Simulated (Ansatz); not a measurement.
Ideal-gas functions of C2H5NO, SMILES `CC(=N)O` at 600 K and 1 bar, from an Ansatz frequency run at PBE0-D4/def2-TZVP.

Molar mass 59.07 g/mol, point group Cs (symmetry number 1), electronic degeneracy 1, moments of inertia 46.026, 53.787, 96.696 u Å². Harmonic wavenumbers (cm⁻¹, unscaled): 130, 426, 528, 555, 638, 850, 890, 1016, 1067, 1111, 1263, 1382, 1450, 1464, 1478, 1767, 3067, 3135, 3171, 3558, 3786.

Use S(trans) = R[1.5 ln M + 2.5 ln T − 1.1517]; rotational temperatures θ = 24.2544 K / I; S(rot) = R[ln(√π/σ · √(T³/θAθBθC)) + 1.5]; for each mode x = 1.438777 ν̃/T, S = R[x/(eˣ − 1) − ln(1 − e⁻ˣ)] and H = RT x/(eˣ − 1); 1 cm⁻¹ = 0.0119627 kJ/mol; R = 8.31446 J/(mol·K).

Problem. By hand: the entropy, in J/(mol·K).

Solution. Translation 174.3. Rotation: θ = 0.527, 0.4509, 0.2508 K, giving 108.7. Vibration, mode by mode: 18.04, 8.49, 6.89, 6.53, 5.55, 3.70, 3.43, 2.70, 2.45, 2.26, 1.69, 1.35, 1.18, 1.15, 1.12, 0.64, 0.04, 0.04, 0.04, 0.02, 0.01, in all 67.3. Electronic 0.0. Sum 350.3 J/(mol·K).

Problem. By hand: H − E and G − E in kJ/mol, counted from the electronic energy.

Solution. Zero-point energy ½ × 32732 × 0.0119627 = 195.8; thermal vibration 23.7; translation, rotation and pV give 4 RT = 20.0. H − E = 239.5 kJ/mol, and G − E = 239.5 − 600 × 350.3/1000 = 29.3 kJ/mol.

Vibration gives 19 % of the entropy, 18.0 J/(mol·K) of it from the mode under 150 cm⁻¹: soft modes count most, and the harmonic formula is weakest for them. The sum counts one conformer and one mirror image; others add a mixing term.
